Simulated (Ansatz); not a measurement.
One stationary structure of Ni. Space group Fm-3m (No. 225), fcc (Cu type). These are PBEsol (plane waves to 420 eV, PAW, scalar-relativistic; Ansatz, a first-principles code) values and carry that method's errors.

```cif
data_Ni4
_chemical_formula_sum 'Ni4'
_space_group_name_H-M_alt 'Fm-3m'
_space_group_IT_number 225
_space_group_name_Hall '-F 4 2 3'
_cell_length_a 3.46276
_cell_length_b 3.46276
_cell_length_c 3.46276
_cell_angle_alpha 90.000
_cell_angle_beta 90.000
_cell_angle_gamma 90.000
loop_
_atom_site_label
_atom_site_type_symbol
_atom_site_symmetry_multiplicity
_atom_site_Wyckoff_symbol
_atom_site_fract_x
_atom_site_fract_y
_atom_site_fract_z
_atom_site_occupancy
Ni1 Ni 4 b 0.50000 0.50000 0.50000 1
```
(The calculation used a cell of 1 atom; values per cell refer to that cell.)

**Question.** What magnetic moment does PBEsol give?

**Answer.** Net 0.61 μB/atom, ferromagnetic.

Spin state reached: ferromagnetic (net 0.61 μB/atom), from parallel starting moments; other spin orders were not run from this start.

Measured for Ni: a 3.508 Å (static lattice; corrected from measurement; as listed in Daniel Mejia-Rodriguez, S. B. Trickey, Phys. Rev. B (2018)). Computed minus measured — a: PBEsol -1.3 %. The computed values are for a static lattice.

The run could not lose the symmetry of its start.

It was reached from a disturbed copy of a P6/mmm (No. 191) cell (AFLOW prototype A_hP1_191_a (A_f, as in Sn)), against which it lies -0.45 eV/atom.
